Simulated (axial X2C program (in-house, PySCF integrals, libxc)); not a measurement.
# Linear SBS²⁺ at several levels

How do method and spin–orbit coupling move the bonds and stretches of SBS²⁺, held linear?

Computed with an in-house X2C program for linear molecules on PySCF integrals. Level: all-electron X2C, two-component (2c) or spin-free, S dyall-av3z, B dyall-v3z.

All values are calculated.

2 further runs of the same task are left out: 2 set aside as unsound or not needed.

**1. The job**

Contents of task.json:

```json
{"zs": [16, 5, 16], "q": 2, "bas": ["dyall-av3z", "dyall-v3z", "dyall-av3z"], "r0": [1.72, 1.72], "symm": 1, "scan": ["PBE0", "HF", "BHandHLYP"], "levels": ["PBE0", "HF", "TPSSh"], "nst": 2}
```

Keys: zs atomic numbers; q charge; bas basis sets; r0 starting distance in Å; symm equal bonds; scan levels of the two-bond scan; levels methods; nst determinants followed.

Started as:

```console
$ python solin.py task.json out
```

Masses S 31.972, B 11.009, S 31.972 u.

**2. Scan at PBE0, 2c**

State: Ω = 5/2 (beyond evenly filled blocks: ω = -1/2, 2 × ω = 3/2). Energies above the lowest point, from the job's result record:

| r(S–B) (Å) | r(B–S) (Å) | E (meV) |
| --- | --- | --- |
| 1.7150 | 1.7150 | 54.95 |
| 1.7150 | 1.7590 | 20.76 |
| 1.7150 | 1.8030 | 22.48 |
| 1.7590 | 1.7150 | 20.76 |
| 1.7590 | 1.7590 | 0.00 |
| 1.7590 | 1.8030 | 14.54 |
| 1.7590 | 1.8469 | 56.06 |
| 1.8030 | 1.7150 | 22.48 |
| 1.8030 | 1.7590 | 14.54 |
| 1.8030 | 1.8030 | 41.58 |
| 1.8469 | 1.7590 | 56.06 |
| 1.8469 | 1.8469 | 159.81 |

A quadratic surface with cubic terms in each bond gives the minimum at 1.761 and 1.761 Å, force constants 2.87, 2.87 and coupling 1.03 mdyn/Å.

**3. Scan at BHandHLYP, 2c**

State: Ω = 5/2 (beyond evenly filled blocks: ω = -1/2, 2 × ω = 3/2). Energies above the lowest point, from the job's result record:

| r(S–B) (Å) | r(B–S) (Å) | E (meV) |
| --- | --- | --- |
| 1.7150 | 1.7150 | 34.25 |
| 1.7150 | 1.7590 | 8.55 |
| 1.7150 | 1.8030 | 15.07 |
| 1.7590 | 1.7150 | 8.55 |
| 1.7590 | 1.7590 | 0.00 |
| 1.7590 | 1.8030 | 22.83 |
| 1.7590 | 1.8469 | 69.11 |
| 1.8030 | 1.7150 | 15.07 |
| 1.8030 | 1.7590 | 22.83 |
| 1.8030 | 1.8030 | 61.70 |
| 1.8469 | 1.7590 | 69.11 |
| 1.8469 | 1.8469 | 199.41 |

A quadratic surface with cubic terms in each bond gives the minimum at 1.751 and 1.751 Å, force constants 2.69, 2.69 and coupling 1.31 mdyn/Å.

**4. Scan at PBE0, spin-free**

State: M_S = 3/2, Λ = 1 (beyond evenly filled blocks: 2 × π+α, π+β, 2 × π-α). Energies above the lowest point, from the job's result record:

| r(S–B) (Å) | r(B–S) (Å) | E (meV) |
| --- | --- | --- |
| 1.7150 | 1.7150 | 54.76 |
| 1.7150 | 1.7590 | 20.70 |
| 1.7150 | 1.8030 | 22.62 |
| 1.7590 | 1.7150 | 20.70 |
| 1.7590 | 1.7590 | 0.00 |
| 1.7590 | 1.8030 | 14.68 |
| 1.7590 | 1.8469 | 56.40 |
| 1.8030 | 1.7150 | 22.62 |
| 1.8030 | 1.7590 | 14.68 |
| 1.8030 | 1.8030 | 41.79 |
| 1.8469 | 1.7590 | 56.40 |
| 1.8469 | 1.8469 | 160.22 |

A quadratic surface with cubic terms in each bond gives the minimum at 1.761 and 1.761 Å, force constants 2.88, 2.88 and coupling 1.02 mdyn/Å.

**5. The levels side by side**

| level | r(S–B) (Å) | r(B–S) (Å) | lower stretch (cm⁻¹) | upper stretch (cm⁻¹) |
| --- | --- | --- | --- | --- |
| PBE0, 2c | 1.761 | 1.761 | 455.0 | 817.5 |
| BHandHLYP, 2c | 1.751 | 1.751 | 461.1 | 706.4 |
| PBE0, spin-free | 1.761 | 1.761 | 455.1 | 820.3 |
| BHandHLYP, spin-free | 1.751 | 1.751 | 461.1 | 712.6 |

Scans not shown above were run alike.

In words: Over the levels the S–B bond spans 1.751 to 1.761 Å and the B–S bond 1.751 to 1.761 Å. At PBE0 spin–orbit coupling leaves both bonds unchanged to 0.001 Å. Each state is one determinant, the lowest of a limited PBE0 search; the stretches come from a fit to few points and are good to some per cent at best. The stretches are sorted by size, and where the two bonds are alike the symmetric and antisymmetric modes can swap order between levels. A multiply charged ion may be only metastable. The molecule was held linear; bending was not examined, so a bent shape may lie lower. Note: functional without a current term on a determinant with orbital currents, of the molecule or an atom. Note: several unpaired electrons, one determinant need not be a pure state.
